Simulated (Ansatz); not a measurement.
We consider KLaGeS4 (P2₁, No. 4; cell taken from a computed entry), described by PBEsol (Ansatz, a first-principles code, plane waves, PAW).

Numerical settings: plane-wave cutoff 520 eV, 6×6×4 k mesh (along the axes of the cell as run), Fermi–Dirac smearing 0.01 eV, scalar-relativistic PAW data made under PBE.

Cell (relaxed with PBEsol):

```
KLaGeS4
1.0
    6.62758     0.00000     0.00655
    0.00000     6.66982     0.00000
   -2.59206     0.00000     8.28340
K La Ge S
2 2 2 8
Direct
  0.73368   0.48791   0.93484
  0.26632   0.98791   0.06516
  0.23181   0.00312   0.55429
  0.76819   0.50312   0.44571
  0.21900   0.47400   0.31679
  0.78100   0.97400   0.68321
  0.02137   0.73119   0.72979
  0.97863   0.23119   0.27021
  0.41734   0.47124   0.15552
  0.58266   0.97124   0.84448
  0.98243   0.24560   0.71564
  0.01757   0.74560   0.28436
  0.41354   0.42613   0.57202
  0.58646   0.92613   0.42798
```

**Question.** Estimate the band gap and smallest direct gap on the k points sampled that the calculation returns.

**Answer.** 
- band gap: 2.25 eV
- smallest direct gap on the k points sampled: 2.37 eV

Spin–orbit coupling is not included.

The computed numbers hold no vibrational or temperature effects.

Computing time: about 16 core-minutes (a rough figure).
